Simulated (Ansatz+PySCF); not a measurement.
A calculation with Ansatz (development build ahead of 0.2.0).

```yaml
crystal:
  periodic: [false, false, false]
  atoms:
    - { symbol: "N", position_ang: [0.0, 0.0, 0.0] }
    - { symbol: "N", position_ang: [1.12281, 0.0, 0.0] }
    - { symbol: H, position_ang: [1.78433, 1.26845, 0.0] }
basis:
  gaussian: { orbitals: cc-pVTZ }
magnetization:
  initial_magnetization: 1
hamiltonian:
  xc: hf
correlation:
  method: ccsd_t
  frozen_orbitals: { H: 0, "N": 1 }
```

The input is written out in the form of the current development build from the run's settings. Correlation on restricted open-shell orbitals is semicanonical, with singles.

Results

- Converged: yes
- Reference energy: -109.43168 hartree
- CCSD correlation energy: -0.39738 hartree
- Triples correction: -0.02033 hartree
- Total energy: -109.84939 hartree
- Spin squared of the determinant: 0.750
